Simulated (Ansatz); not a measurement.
bcc Na, treated with rVV10 in Ansatz (plane waves, PAW).

Settings: plane-wave cutoff 520 eV, 18×18×18 k mesh, Fermi–Dirac smearing 0.05 eV, scalar-relativistic PAW data made under PBE.

Equation-of-state points:

```json
[
 {"V (Å³/atom)": "33.188", "E − E_lowest (meV/atom)": "3.56", "P (GPa)": "0.573"},
 {"V (Å³/atom)": "33.894", "E − E_lowest (meV/atom)": "1.50", "P (GPa)": "0.361"},
 {"V (Å³/atom)": "34.600", "E − E_lowest (meV/atom)": "0.35", "P (GPa)": "0.168"},
 {"V (Å³/atom)": "35.306", "E − E_lowest (meV/atom)": "0.00", "P (GPa)": "-0.008"},
 {"V (Å³/atom)": "36.013", "E − E_lowest (meV/atom)": "0.39", "P (GPa)": "-0.168"},
 {"V (Å³/atom)": "36.719", "E − E_lowest (meV/atom)": "1.46", "P (GPa)": "-0.314"},
 {"V (Å³/atom)": "37.425", "E − E_lowest (meV/atom)": "3.14", "P (GPa)": "-0.446"}
]
```

Question: What bulk modulus B0 and pressure derivative B′ does a third-order Birch–Murnaghan fit give?

Answer: V0 = 35.272 Å³/atom, B0 = 8.41 GPa, B′ = 3.7 (fit to the energies at full precision).

Measured, for comparison: bulk modulus 7.9 GPa (0 K value with the zero-point phonon effect removed, our sources range from 7.63 to 7.91; as tabulated in Mejia-Rodriguez and Trickey (2018), arXiv:1807.09216); equilibrium volume per atom 37.42 Å³/atom (static lattice: zero-point anharmonic expansion removed; as tabulated in Mejia-Rodriguez and Trickey (2018), arXiv:1807.09216). Computed (rounded) less measured: bulk modulus +6 % (+6 % to +10 % over the range), equilibrium volume per atom -5.7 %.

The computed numbers hold no vibrational or temperature effects.

Cost on a shared machine: around 50 core-seconds (rough).

Ansatz is a quantum-chemistry and plane-wave program.
